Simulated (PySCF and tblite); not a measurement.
Values are calculated unless marked as measured or tabulated.
(E)-crotonaldehyde, C₄H₆O, numbered as in [CH3:1]/[CH:2]=[CH:3]/[CH:4]=[O:5]. The ensemble was built from 60 distance-geometry starts (ETKDG and KDG, MMFF94s, GFN2-xTB) and rests on GFN2-xTB geometries. Free energies are PBE0-D3(BJ)/pcSseg-1 (IEF-PCM, chloroform) single points with GFN2-xTB rigid-rotor and vibrational terms (modes under about 100 cm⁻¹ blended into free rotors). Symmetry numbers and mirror images are counted. Conformers within 3 kcal/mol (GFN2-xTB free energy) were kept, 10 at most. GIAO shieldings: PBE0/pcSseg-1 (IEF-PCM, chloroform). Shifts are against TMS (¹H), TMS (¹³C) at the same level. Run with PySCF (density fitting) and tblite.

Torsions listed: C2–C3–C4–O5.

```
conformer  shape  point group  mirror pair  ΔE(DFT)  Δ(G−E) at 150 K  δ C2 (ppm)
        1   180°           Cs           no     0.00             0.00       169.5
        2     0°           Cs           no     1.73            -0.02       160.1
```

Energies in kcal/mol; the thermal term leaves out symmetry numbers and mirror images.

Work out the weights at 150 K and the ¹³C shift of C2 under fast exchange.

RT = 0.298 kcal/mol. Each conformer gets RT ln(σ/g), with σ the rotational symmetry number and g = 2 for a mirror pair: 1: σ = 1, g = 1, G = 0.00 + 0.00 + 0.00 = 0.00, 0.00 above the lowest, exp(−ΔG/RT) = 1.000; 2: σ = 1, g = 1, G = 1.73 − 0.02 + 0.00 = 1.71, 1.71 above the lowest, exp(−ΔG/RT) = 0.003. The sum is 1.003, so the weights are 99.7, 0.3 %. The averaged shift is 169.5 ppm. At 298.15 K it is 169.0 ppm. At 298.15 K the leading conformer alone gives 169.5 ppm and bare DFT energies give 169.0 ppm.
